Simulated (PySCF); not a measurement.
Gas-phase reaction: AlCl₃.H₂O + 2 AlH₃ → 2 H₂ + AlOCl + 2 AlH₂Cl

Method: PySCF energies plus ideal-gas RRHO corrections (1 bar). S°(298 K) at PBE0/def2-TZVP differs from the NASA 1993 table for AlOCl (+8 J/mol/K); whether the harmonic model or the table's entry is off was not settled. † marks an energy on the PBE0/def2-TZVP geometry and frequencies; other levels use their own. CCSD(T) freezes the core. 6-31G* has spherical d functions here. All species are closed-shell singlets. B3LYP is the form with VWN-RPA correlation. Adducts (AlCl₃.H₂O) have no counterpoise correction, and HF, PBE, BLYP, B3LYP and PBE0 lack dispersion. AlCl₃.H₂O, AlH₃, AlH₂Cl: computed as isolated molecules; such fragments, hydroxides, amides, oligomers or adducts are transient or little studied in the gas. CCSD(T) isn't extrapolated to the basis-set limit; its ΔH°(298 K) is 247.7 kJ in def2-SVP and 215.7 kJ in def2-TZVPP. The harmonic model lacks anharmonicity and excited electronic states, which grow with temperature; levels with a mode under 35 cm⁻¹ are left out. Soft modes under 120 cm⁻¹ make the harmonic entropy rough for AlCl₃.H₂O. Warning, large T1 diagnostic: AlOCl (CCSD(T)/def2-TZVPP†).

| level | ΔE electronic, kJ | ΔH°(298 K), kJ | ΔS°(298 K), J/K | ΔG°(1600 K), kJ |
|---|---|---|---|---|
| B3LYP/6-31G* | 227 | 201 | 236 | -180 |
| CCSD(T)/def2-TZVPP† | 243 | 216 | 232 | -159 |
| PBE/def2-SVP | 250 | 224 | 236 | -156 |
| PBE/def2-TZVP† | 205 | 177 | 232 | -197 |
| r2SCAN/def2-TZVP† | 232 | 205 | 232 | -170 |
| ωB97X-V/def2-TZVP† | 263 | 235 | 232 | -139 |
ΔH° is lowest at PBE/def2-TZVP† and highest at ωB97X-V/def2-TZVP†. No reference value is set beside these.
